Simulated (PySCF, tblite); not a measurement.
# CH₆B₂: infrared bands, NMR shifts, spin-spin couplings, electronic excitations and core binding energies in gas and solvents, part 1 of 2

Aim: compute the infrared bands, NMR shifts, spin-spin couplings, electronic excitations and core binding energies of CH₆B₂ (`BBC`), and see what a dielectric continuum does where one was used.

Programs: tblite 0.8.0 and PySCF 2.14.0, with density-fitted response routines of our own. Each step states its level of theory. These are calculated values for one molecule, in the gas phase or a continuum, unless marked as measured. Atoms count from 0, in the outputs and in this text.

## (1) The starting structure

9 atoms, charge 0, multiplicity 1; geometry from: force field or distance geometry start.

Bonds of the start (Å): B0–B1 1.68, B1–C2 1.57, B0–H3 1.20, B0–H4 1.18, B1–H5 1.20, C2–H6 1.12, C2–H7 1.11, C2–H8 1.11.

## (2) Geometry optimisation with GFN2-xTB

Job settings and geometry (Å):

```
{"job": {"kind": "relax", "xc": "GFN2-xTB", "basis": "xTB"}, "charge": 0, "multiplicity": 1}
B      1.596500    -0.194100     0.056800
B      0.028100    -0.695800     0.381000
C     -1.100300     0.221700    -0.212700
H      1.798700     0.939600     0.390500
H      2.009500    -0.453000    -1.018100
H     -0.173600    -1.086300     1.494200
H     -1.891000    -0.454500    -0.638600
H     -1.548700     0.880000     0.556800
H     -0.705700     0.848200    -1.035200
```

Started as:

```
> OMP_NUM_THREADS=1 python probes_run.py task.json out
```

One launch serves the whole session: the jobs run in the order shown.

Standard output:

```text
step      E/eV     max force
  0    -206.66976    2.768
  1    -206.88293    1.823
  2    -207.13055    1.008
  3    -207.18643    0.701
  4    -207.21722    0.342
  5    -207.22563    0.334
  6    -207.23680    0.223
  7    -207.24148    0.245
  8    -207.24852    0.260
  9    -207.25793    0.330
 10    -207.26946    0.332
 11    -207.27923    0.308
 12    -207.28548    0.178
 13    -207.28950    0.208
 14    -207.29403    0.255
 15    -207.29864    0.204
 16    -207.30233    0.171
 17    -207.30529    0.137
 18    -207.30822    0.154
 19    -207.31147    0.209
 20    -207.31462    0.213
 21    -207.31677    0.128
 22    -207.31790    0.114
 23    -207.31889    0.101
 24    -207.32033    0.128
 25    -207.32200    0.157
 26    -207.32351    0.121
 27    -207.32476    0.092
 28    -207.32610    0.122
 29    -207.32770    0.146
 30    -207.32939    0.135
 31    -207.33070    0.114
 32    -207.33155    0.110
 33    -207.33233    0.109
 34    -207.33340    0.101
 35    -207.33455    0.104
 36    -207.33524    0.055
 37    -207.33545    0.023
 38    -207.33549    0.015
 39    -207.33551    0.012
 40    -207.33552    0.009
```

Wall time 0.26 s (1 thread of Intel Xeon at 2.50GHz, shared host).

The steps of the relaxation: (not every step is listed)

```csv
step,energy from step 0 (eV),largest force (eV/Å)
0,0.0000,2.7684
1,-0.2132,1.8230
2,-0.4608,1.0076
3,-0.5167,0.7007
4,-0.5475,0.3424
5,-0.5559,0.3337
6,-0.5670,0.2226
7,-0.5717,0.2451
8,-0.5788,0.2597
10,-0.5997,0.3315
12,-0.6157,0.1782
14,-0.6243,0.2550
16,-0.6326,0.1710
18,-0.6385,0.1537
20,-0.6449,0.2127
22,-0.6481,0.1144
24,-0.6506,0.1280
26,-0.6538,0.1207
28,-0.6563,0.1218
30,-0.6596,0.1352
32,-0.6618,0.1104
34,-0.6636,0.1012
35,-0.6648,0.1044
36,-0.6655,0.0554
37,-0.6657,0.0226
38,-0.6657,0.0154
39,-0.6658,0.0121
40,-0.6658,0.0086
```

Distances of close pairs at the start and the end, largest changes first:

```csv
bond,before (Å),after (Å),change (Å)
B0–B1,1.678,1.624,-0.055
C2–H6,1.124,1.089,-0.035
B0–H3,1.199,1.174,-0.025
C2–H8,1.107,1.087,-0.019
C2–H7,1.107,1.090,-0.017
B1–H5,1.197,1.180,-0.017
B1–C2,1.571,1.585,+0.014
B0–H4,1.180,1.174,-0.006
```

The end geometry stands in the next job.

## (3) Infrared spectrum with GFN2-xTB

Job settings and geometry (Å):

```
{"job": {"kind": "ir", "xc": "GFN2-xTB", "basis": "xTB"}, "charge": 0, "multiplicity": 1}
B      1.599771    -0.042364    -0.022361
B      0.077957    -0.401927     0.414459
C     -1.218983     0.241903    -0.229088
H      2.217301     0.822064     0.477338
H      2.181286    -0.636732    -0.851230
H     -0.146923    -1.178544     1.274100
H     -1.935567    -0.523926    -0.523033
H     -1.723462     0.846000     0.525525
H     -1.037818     0.879519    -1.090890
```

Standard output:

```text
mode    cm-1     km/mol
  1      55.4      3.44
  2     191.0      0.64
  3     302.8      0.42
  4     427.2      2.48
  5     683.1      2.68
  6     718.8     71.33
  7     762.3      9.97
  8     831.5    129.08
  9     878.0     50.45
 10    1009.5      7.70
 11    1111.2     51.13
 12    1172.6      3.05
 13    1369.3      9.22
 14    1488.8      3.66
 15    1498.0      3.10
 16    2549.1    136.99
 17    2604.9     82.15
 18    2615.6    132.39
 19    2995.5     27.27
 20    3012.8     29.64
 21    3033.8     36.80
```

Run time: 0.25 s. Hardware: 1 thread of Intel Xeon at 2.50GHz, shared host.

Which atoms move in the most intense modes:

```
cm⁻¹  km/mol                               atoms
 719    71.3  B0 31 %, H3 23 %, H4 23 %, H5 12 %
 832   129.1  B1 31 %, H7 14 %, H5 13 %, H6 12 %
 878    50.5  H5 35 %, B0 19 %, B1 11 %, H3 10 %
1111    51.1                    B1 45 %, H5 26 %
2549   137.0                             H5 92 %
2605    82.2                    H4 50 %, H3 45 %
2616   132.4           H3 47 %, H4 42 %, B0 11 %
3034    36.8                             H8 91 %
```

## (4) Optimising the geometry at PBE0-D3(BJ)/def2-SVP

Job settings and geometry (Å):

```
{"job": {"xc": "PBE0", "basis": "def2-SVP", "d3": "d3bj", "grid": 1, "shake": 0.01, "kind": "geom"}, "charge": 0, "multiplicity": 1}
B      1.620180    -0.067920    -0.018180
B      0.072280    -0.406450     0.412300
C     -1.239180     0.239580    -0.237740
H      2.250530     0.824320     0.473810
H      2.178470    -0.643410    -0.861780
H     -0.150830    -1.173720     1.271710
H     -1.925990    -0.525920    -0.522790
H     -1.708000     0.851450     0.520470
H     -1.039650     0.884920    -1.071540
```

Standard output:

```text
step   0  E = -91.16046140  max force = 0.034462
step   1  E = -91.16510215  max force = 0.003872
step   2  E = -91.16521548  max force = 0.000879
step   3  E = -91.16523802  max force = 0.000724
step   4  E = -91.16524912  max force = 0.000482
step   5  E = -91.16525275  max force = 0.000247
optimisation converged
```

Wall time 19 s (1 thread of Intel Xeon at 2.50GHz, shared host); peak memory 0.31 GiB.

The steps of the relaxation:

```csv
step,energy from step 0 (eV),largest force component (eV/Å)
0,0.0000,1.7721
1,-0.1263,0.1991
2,-0.1294,0.0452
3,-0.1300,0.0372
4,-0.1303,0.0248
5,-0.1304,0.0127
```

Close pairs (by a distance rule), those that changed most:

```
 bond  before (Å)  after (Å)  change (Å)
B0–H4       1.164      1.214      +0.050
B1–H5       1.173      1.222      +0.048
C2–H6       1.067      1.103      +0.036
B1–C2       1.600      1.568      -0.032
C2–H7       1.081      1.107      +0.025
C2–H8       1.073      1.098      +0.025
B0–H3       1.198      1.214      +0.016
B0–B1       1.642      1.653      +0.011
```

The next job starts from the end point, and lists it.

| at the end point | value |
| --- | --- |
| point group (found at 0.08 Å tolerance) | C1 |
| rotational constants (GHz, main isotopes) | 40.443, 7.165, 6.676 |
| dipole moment (D) | 0.78 |

## (5) Shielding tensors: PBE0/pcSseg-1

Job settings and geometry (Å):

```
{"job": {"kind": "nmr", "xc": "PBE0", "basis": "pcSseg-1"}, "charge": 0, "multiplicity": 1}
B      1.654747    -0.056181    -0.036932
B      0.074182    -0.347655     0.348956
C     -1.213031     0.303765    -0.266454
H      2.309633     0.803355     0.515609
H      2.246405    -0.718057    -0.864275
H     -0.108763    -1.160839     1.242232
H     -1.945519    -0.474896    -0.539408
H     -1.701836     0.875209     0.545532
H     -1.063069     0.977554    -1.120899
```

Level: GIAO PBE0/pcSseg-1 NMR shielding, non-relativistic, gas phase.

Standard output:

```text
coarse grid: 6984 points
cycle   1  E = -91.1763799624  dE = -1.164e-01  |g| = 2.876e-01  |ddm| = 2.363e+00
cycle   2  E = -91.1763533329  dE =  2.663e-05  |g| = 3.009e-01  |ddm| = 4.953e-01
cycle   3  E = -91.2009966699  dE = -2.464e-02  |g| = 2.318e-02  |ddm| = 2.555e-01
cycle   4  E = -91.2011450243  dE = -1.484e-04  |g| = 9.060e-03  |ddm| = 3.851e-02
cycle   5  E = -91.2011743786  dE = -2.935e-05  |g| = 1.271e-03  |ddm| = 1.152e-02
cycle   6  E = -91.2011748707  dE = -4.921e-07  |g| = 2.554e-04  |ddm| = 1.911e-03
final grid: 65856 points
cycle   7  E = -91.2162038242  dE = -1.523e-05  |g| = 4.965e-03  |ddm| = 1.339e-02
cycle   8  E = -91.2162028391  dE =  9.852e-07  |g| = 5.449e-03  |ddm| = 8.706e-03
cycle   9  E = -91.2162107934  dE = -7.954e-06  |g| = 3.488e-04  |ddm| = 4.382e-03
cycle  10  E = -91.2162108334  dE = -4.000e-08  |g| = 4.583e-05  |ddm| = 4.322e-04
cycle  11  E = -91.2162108340  dE = -6.645e-10  |g| = 1.384e-05  |ddm| = 5.924e-05
converged SCF energy = -91.2162108340

GIAO shielding tensors (ppm)
atom      isotropic    diamagn.    paramagn.     s11        s22        s33       span
  0 B       -5.489     195.444    -200.934   -133.236    -17.232    134.000    267.236
  1 B       -5.123     192.846    -197.969   -120.509    -13.845    118.985    239.494
  2 C      171.130     251.055     -79.926    141.683    169.288    202.419     60.736
  3 H       21.528      28.579      -7.051      9.996     25.236     29.350     19.354
  4 H       21.518      28.577      -7.059     10.004     25.163     29.386     19.382
  5 H       21.987      28.894      -6.906     12.510     24.616     28.835     16.325
  6 H       29.857      29.058       0.799     26.223     27.861     35.487      9.265
  7 H       30.213      29.064       1.149     26.209     28.300     36.129      9.920
  8 H       29.543      30.481      -0.938     27.284     27.756     33.588      6.304
```

Run time: 15 s. Hardware: 1 thread of Intel Xeon at 2.50GHz, shared host; peak memory 0.39 GiB.

Shifts follow as δ = σ(reference) − σ, with reference shieldings (ppm) from runs at the same level and on the same kind of geometry: 1H TMS 31.27, 13C TMS 184.4, 11B BF3·OEt2 100.7. The references are single molecules in the gas phase. Atoms listed in one row are averaged.

```csv
atoms,environment,σ (ppm),δ (ppm),δ scaled to CDCl3
C2,methyl carbon bonded to B,171.1,13.3,12.4
"H3, H4",hydrogen on a boron bonded to B,21.52,9.74,–
H5,"hydrogen on a boron bonded to C, B",21.99,9.28,–
"H6, H7, H8",hydrogen on a methyl carbon bonded to B,29.87,1.40,1.54
B0,"boron bonded to B, 2 H",-5.5,106.2,–
B1,"boron bonded to C, B, H",-5.1,105.9,–
```

The scaled column applies a straight-line fit of computed shieldings to shifts measured in CDCl3 (root-mean-square error 0.21 ppm for H, 2.0 ppm for C).

Charges from the same density, by scheme (e):

| atoms | Mulliken | IAO | Hirshfeld | ESP fit |
| --- | --- | --- | --- | --- |
| B0 | -0.05 | -0.08 | 0.09 | 0.15 |
| B1 | 0.08 | 0.06 | 0.11 | 0.31 |
| C2 | -0.52 | -0.55 | -0.18 | -0.57 |

Mayer bond orders: B0–B1 1.07, B1–C2 1.06.

The fields below are evaluated on a grid from the run's orbitals.

Frontier orbitals at PBE0/pcSseg-1, with the share of their density that lies nearest to each atom:

| orbital | energy (eV) | lies on |
| --- | --- | --- |
| HOMO | -8.03 | B0, B1 about 28 % each; H5 16 %; H3, H4 about 8 % each |
| LUMO | -1.55 | B0 54 %; H3, H4 about 15 % each; H5 7 % |

ELF in a plane through or near 5 of the atoms.

Values, 10 rows by 14 columns:
```
0.00 0.00 0.00 0.00 0.00 0.00 0.00 0.00 0.00 0.00 0.00 0.00 0.00 0.00
0.00 0.00 0.00 0.00 0.00 0.00 0.00 0.00 0.00 0.00 0.00 0.00 0.00 0.00
0.00 0.00 0.00 0.00 0.00 0.00 0.00 0.01 0.54 0.49 0.02 0.00 0.00 0.00
0.00 0.00 0.03 0.12 0.09 0.02 0.02 0.19 0.99 0.99 0.36 0.02 0.00 0.00
0.00 0.01 0.13 0.51 0.31 0.07 0.76 0.41 0.67 0.58 0.29 0.06 0.00 0.00
0.00 0.01 0.11 0.40 0.06 0.41 0.73 0.17 0.83 0.56 0.53 0.09 0.00 0.00
0.00 0.00 0.01 0.02 0.07 0.54 0.74 0.82 0.37 0.08 0.09 0.02 0.00 0.00
0.00 0.00 0.00 0.00 0.02 0.31 1.00 1.00 0.88 0.01 0.00 0.00 0.00 0.00
0.00 0.00 0.00 0.00 0.00 0.03 0.63 0.79 0.22 0.00 0.00 0.00 0.00 0.00
0.00 0.00 0.00 0.00 0.00 0.00 0.00 0.00 0.00 0.00 0.00 0.00 0.00 0.00
```
The map spans 9.7 Å across and 8.7 Å up, centred on the molecule. Atoms in the plane (x, y in Å): B0 (-1.6, 0.1), B1 (-0.1, -0.5), C2 (1.3, 0.2), H5 (0.0, -1.7), H8 (1.2, 1.3).

log10 of the density (e/Å³) in the same plane.

Values, 10 rows by 14 columns:
```
-4.0 -4.0 -4.0 -4.0 -4.0 -4.0 -4.0 -4.0 -4.0 -4.0 -4.0 -4.0 -4.0 -4.0
-4.0 -4.0 -4.0 -4.0 -4.0 -4.0 -4.0 -4.0 -3.7 -3.6 -4.0 -4.0 -4.0 -4.0
-4.0 -4.0 -3.5 -3.2 -3.1 -3.3 -3.4 -2.7 -2.0 -2.0 -2.7 -3.5 -4.0 -4.0
-4.0 -3.1 -2.4 -1.7 -1.5 -1.7 -2.0 -1.4 -0.3 -0.3 -1.5 -2.5 -3.6 -4.0
-3.7 -2.7 -1.7 -0.7 -0.3 -0.5 -0.7 -0.6  0.1  0.1 -0.8 -1.9 -3.0 -4.0
-3.8 -2.8 -1.8 -0.8 -0.1  0.1  0.1  0.2  0.2  0.1 -0.6 -1.8 -3.0 -4.0
-4.0 -3.3 -2.6 -1.9 -1.4 -0.8 -0.2  0.0 -0.7 -1.2 -1.6 -2.4 -3.4 -4.0
-4.0 -4.0 -3.6 -3.0 -2.3 -1.6 -0.6 -0.1 -1.1 -2.2 -2.9 -3.5 -4.0 -4.0
-4.0 -4.0 -4.0 -4.0 -3.2 -2.7 -2.0 -1.9 -2.3 -3.0 -4.0 -4.0 -4.0 -4.0
-4.0 -4.0 -4.0 -4.0 -4.0 -3.8 -3.4 -3.3 -3.5 -4.0 -4.0 -4.0 -4.0 -4.0
```
The map spans 9.7 Å across and 8.7 Å up, centred on the molecule. Atoms in the plane (x, y in Å): B0 (-1.6, 0.1), B1 (-0.1, -0.5), C2 (1.3, 0.2), H5 (0.0, -1.7), H8 (1.2, 1.3).

On the surface of density 0.002 e/bohr³ the electrostatic potential runs, from the 1st to the 99th percentile, from -0.34 to 1.33 V.

## (6) J couplings: B3LYP/pcJ-1

The job, as its differences from that of step 5:

```diff
@@ -1,2 +1,2 @@
-{"job": {"kind": "nmr", "xc": "PBE0", "basis": "pcSseg-1"}, "charge": 0, "multiplicity": 1}
+{"job": {"kind": "j", "xc": "B3LYP", "basis": "pcJ-1"}, "charge": 0, "multiplicity": 1}
 B      1.654747    -0.056181    -0.036932
```

Level: B3LYP/pcJ-1 indirect spin-spin coupling, non-relativistic, gas phase.

Standard output:

```text
coarse grid: 6984 points
cycle   1  E = -91.3322455968  dE = -1.495e-01  |g| = 3.395e-01  |ddm| = 2.181e+00
cycle   2  E = -91.3244296080  dE =  7.816e-03  |g| = 3.848e-01  |ddm| = 5.702e-01
cycle   3  E = -91.3644145828  dE = -3.998e-02  |g| = 3.158e-02  |ddm| = 3.112e-01
cycle   4  E = -91.3646676673  dE = -2.531e-04  |g| = 1.311e-02  |ddm| = 4.807e-02
cycle   5  E = -91.3647270451  dE = -5.938e-05  |g| = 1.719e-03  |ddm| = 1.561e-02
cycle   6  E = -91.3647279054  dE = -8.604e-07  |g| = 3.777e-04  |ddm| = 2.342e-03
final grid: 65856 points
cycle   7  E = -91.3844516223  dE = -4.491e-05  |g| = 4.265e-03  |ddm| = 9.258e-03
cycle   8  E = -91.3844494212  dE =  2.201e-06  |g| = 5.020e-03  |ddm| = 6.134e-03
cycle   9  E = -91.3844557765  dE = -6.355e-06  |g| = 2.936e-04  |ddm| = 3.599e-03
cycle  10  E = -91.3844557946  dE = -1.809e-08  |g| = 1.070e-04  |ddm| = 3.531e-04
cycle  11  E = -91.3844557985  dE = -3.883e-09  |g| = 9.153e-06  |ddm| = 1.288e-04
cycle  12  E = -91.3844557985  dE = -2.609e-11  |g| = 2.622e-06  |ddm| = 1.278e-05
converged SCF energy = -91.3844557985

Indirect spin-spin couplings (Hz)
  i      j    bonds     total        FC       PSO       DSO        SD
  0 B    1 B    1     71.859    73.518    -2.097     0.101     0.338
  0 B    2 C    2      4.643     4.973    -0.137    -0.042    -0.150
  0 B    3 H    1    123.969   125.453    -1.963     0.159     0.321
  0 B    4 H    1    123.834   125.319    -1.965     0.159     0.320
  0 B    5 H    2      7.393     7.479     0.087    -0.267     0.094
  0 B    6 H    3      3.131     3.127     0.391    -0.393     0.006
  0 B    7 H    3      0.636     0.689     0.296    -0.336    -0.013
  0 B    8 H    3      5.062     5.008     0.106    -0.063     0.011
  1 B    2 C    1     46.792    48.802    -2.372     0.109     0.252
  1 B    3 H    2      5.902     6.099     0.033    -0.281     0.050
  1 B    4 H    2      5.835     6.030     0.031    -0.277     0.051
  1 B    5 H    1    113.646   114.789    -1.830     0.420     0.266
  1 B    6 H    2     -5.374    -5.127     0.049    -0.411     0.116
  1 B    7 H    2     -5.340    -5.363     0.152    -0.341     0.212
  1 B    8 H    2     -3.281    -2.553    -0.241    -0.503     0.016
  2 C    3 H    3     -0.861    -0.779     0.118    -0.170    -0.031
  2 C    4 H    3     -0.917    -0.840     0.117    -0.173    -0.020
  2 C    5 H    2     -1.953    -1.554    -0.193    -0.219     0.013
  2 C    6 H    1    125.443   123.058     1.730     0.431     0.223
  2 C    7 H    1    118.069   115.538     1.884     0.442     0.206
  2 C    8 H    1    137.514   135.332     1.502     0.421     0.258
  3 H    4 H    2    -14.711   -14.530     1.655    -2.004     0.168
  3 H    5 H    3     -2.607    -2.583     0.942    -0.995     0.029
  3 H    6 H    4     -0.966    -0.888     1.171    -1.257     0.008
  3 H    7 H    4      6.004     6.062     0.512    -0.574     0.004
  3 H    8 H    4      0.282     0.318     0.398    -0.436     0.002
  4 H    5 H    3     -2.769    -2.748     0.934    -0.985     0.030
  4 H    6 H    4      5.595     5.660     0.696    -0.762     0.000
  4 H    7 H    4      0.698     0.786     1.131    -1.227     0.007
  4 H    8 H    4     -0.427    -0.397     0.351    -0.385     0.004
  5 H    6 H    3      6.614     6.646     0.405    -0.530     0.093
  5 H    7 H    3      2.868     2.890     0.558    -0.661     0.081
  5 H    8 H    3     16.648    16.914     2.012    -2.273    -0.005
  6 H    7 H    2    -20.746   -21.111     2.697    -2.588     0.255
  6 H    8 H    2    -10.241   -10.506     3.099    -3.013     0.180
  7 H    8 H    2    -13.687   -13.972     2.998    -2.901     0.188
```

Run time: 21 s. Hardware: 1 thread of Intel Xeon at 2.50GHz, shared host; peak memory 0.55 GiB.

A choice of the couplings up to four bonds, sorted by the number of bonds, with means over like pairs; isotopes 11B, 13C, 1H:

| pair | bonds | J (Hz) | Fermi contact (Hz) | dihedral (°) |
| --- | --- | --- | --- | --- |
| C2–H6 | 1 | 127.0 | 124.6 | – |
| B0–H3 | 1 | 123.9 | 125.4 | – |
| B1–H5 | 1 | 113.6 | 114.8 | – |
| B0–B1 | 1 | 71.9 | 73.5 | – |
| B1–C2 | 1 | 46.8 | 48.8 | – |
| H6–H7 | 2 | -14.9 | -15.2 | – |
| H3–H4 | 2 | -14.7 | -14.5 | – |
| B0–H5 | 2 | 7.4 | 7.5 | – |
| B1–H3 | 2 | 5.9 | 6.1 | – |
| B1–H6 | 2 | -4.7 | -4.3 | – |
| B0–C2 | 2 | 4.6 | 5.0 | – |
| C2–H5 | 2 | -2.0 | -1.6 | – |
| H5–H6 | 3 | 8.7 | 8.8 | – |
| B0–H6 | 3 | 2.9 | 2.9 | – |
| H3–H5 | 3 | -2.7 | -2.7 | -89 |
| H3–H6 | 4 | 1.9 | 1.9 | – |

Quadrupole couplings from the field gradients of the same density:

```csv
atom,isotope,eQq/h (MHz),η
B0,11B,6.075,0.22
B1,11B,5.771,0.21
```

Joined with the shifts from before (PBE0/pcSseg-1, scaled to CDCl3 for protons on carbon, raw for the others), the couplings predict the line list below for 500 MHz. H–H couplings in it are scaled by factors fitted to measured ones, so they differ from the table. Couplings to quadrupolar nuclei are left out.

1H NMR δ 9.74 (br, 2H), 9.28 (br, 1H), 1.54 (m, 3H).

## (7) Excited states and response: PBE0/def2-SVPD

The job, as its differences from that of step 6:

```diff
@@ -1,2 +1,2 @@
-{"job": {"kind": "j", "xc": "B3LYP", "basis": "pcJ-1"}, "charge": 0, "multiplicity": 1}
+{"job": {"kind": "uv", "xc": "PBE0", "basis": "def2-SVPD", "ip": true, "dynamic": false}, "charge": 0, "multiplicity": 1}
 B      1.654747    -0.056181    -0.036932
```

Method: TDDFT PBE0/def2-SVPD, vertical, gas phase, core orbitals frozen in the response.

Standard output:

```text
coarse grid: 6984 points
cycle   1  E = -91.1270869636  dE = -1.373e-01  |g| = 2.747e-01  |ddm| = 3.064e+00
cycle   2  E = -91.1271422530  dE = -5.529e-05  |g| = 2.868e-01  |ddm| = 7.264e-01
cycle   3  E = -91.1500952268  dE = -2.295e-02  |g| = 2.191e-02  |ddm| = 2.995e-01
cycle   4  E = -91.1502332294  dE = -1.380e-04  |g| = 8.786e-03  |ddm| = 4.790e-02
cycle   5  E = -91.1502623966  dE = -2.917e-05  |g| = 1.251e-03  |ddm| = 1.629e-02
cycle   6  E = -91.1502629013  dE = -5.048e-07  |g| = 2.739e-04  |ddm| = 2.449e-03
final grid: 65856 points
cycle   7  E = -91.1651988880  dE = -1.448e-05  |g| = 4.822e-03  |ddm| = 4.384e-02
cycle   8  E = -91.1651977546  dE =  1.133e-06  |g| = 5.338e-03  |ddm| = 1.095e-02
cycle   9  E = -91.1652056098  dE = -7.855e-06  |g| = 3.103e-04  |ddm| = 5.511e-03
cycle  10  E = -91.1652056431  dE = -3.328e-08  |g| = 4.088e-05  |ddm| = 5.128e-04
cycle  11  E = -91.1652056437  dE = -5.846e-10  |g| = 1.500e-05  |ddm| = 8.636e-05
converged SCF energy = -91.1652056437

Static polarisability (au): isotropic 44.923, principal 38.775 40.796 55.199

Singlet excitations
state   eV       nm        f      main configurations
  1   4.6964    264.0   0.00276   H->L 0.97
  2   5.1522    240.6   0.00148   H->L+1 0.99
  3   6.0819    203.9   0.00003   H-2->L 0.97
  4   6.4617    191.9   0.00157   H-1->L+1 0.97
  5   6.7387    184.0   0.06072   H-1->L 0.93
  6   7.6078    163.0   0.27125   H-2->L+1 0.80, H->L+2 0.12
  7   7.6547    162.0   0.00837   H->L+2 0.86, H-2->L+1 0.13
  8   8.3483    148.5   0.03896   H->L+3 0.94
  9   8.4482    146.8   0.05153   H-4->L 0.54, H-3->L 0.33
 10   8.5642    144.8   0.01075   H-3->L 0.65, H-4->L 0.33

Triplet excitations (Tamm-Dancoff, eV): 3.8794 4.3401 5.2757 5.7862
Vertical ionisation energy (delta-SCF) = 10.3575 eV
Vertical electron affinity (delta-SCF) = -0.2491 eV
```

Run time: 36 s. Hardware: 1 thread of Intel Xeon at 2.50GHz, shared host; peak memory 0.49 GiB.

The orbitals next to the gap, with their largest atomic shares:

```csv
orbital,eV,atoms
HOMO−3,-11.28,"C2 47 %, H7 24 %, H6 11 %"
HOMO−2,-9.66,"B0 46 %, H4 22 %, H3 22 %"
HOMO−1,-9.46,"B1 35 %, C2 32 %, H5 16 %"
HOMO,-8.02,"B1 31 %, B0 31 %, C2 10 %"
LUMO,-1.57,"B0 54 %, B1 16 %, H4 10 %"
LUMO+1,-1.07,"B1 48 %, B0 16 %, C2 13 %"
LUMO+2,0.77,"B1 40 %, B0 24 %, C2 11 %"
```

With each of the 10 states as a Gaussian band of 0.4 eV half-width at 1/e, the curve within the window shown has maxima at 259 nm (ε 130), 183 nm (ε 2,600), 163 nm (ε 11,000), 149 nm (ε 4,200) L/(mol cm). Beyond the last state computed it falls off for lack of states. The curve at chosen wavelengths:

```csv
nm,ε (L/mol/cm)
140,1255
146,3924
153,4608
159,9345
166,10212
172,4865
179,2608
185,2556
192,1590
198,659
205,153
211,35
218,15
224,26
231,51
237,76
244,102
250,120
257,131
263,130
270,113
276,91
283,62
289,41
296,23
302,13
```

Leading natural transition orbitals of singlet state 6: the hole lies on H3, H4 about 36 % each; B0 22 %; the particle on B1 57 %; H5 15 %; H3, H4, H7 about 6 % each.

Leading natural transition orbitals of singlet state 1: the hole lies on B0, B1 about 30 % each; H3, H4, H5 about 10 % each; the particle on B0 56 %; H3, H4 about 15 % each.

Ground-state properties from the same run:

| property | computed |
| --- | --- |
| dipole moment (D) | 0.73 |
| polarisability (Å³) | 6.66 |
| HOMO–LUMO gap (eV) | 6.45 |
| −ε(HOMO) (eV) | 8.02 |

(Continued in part 2 of 2.)
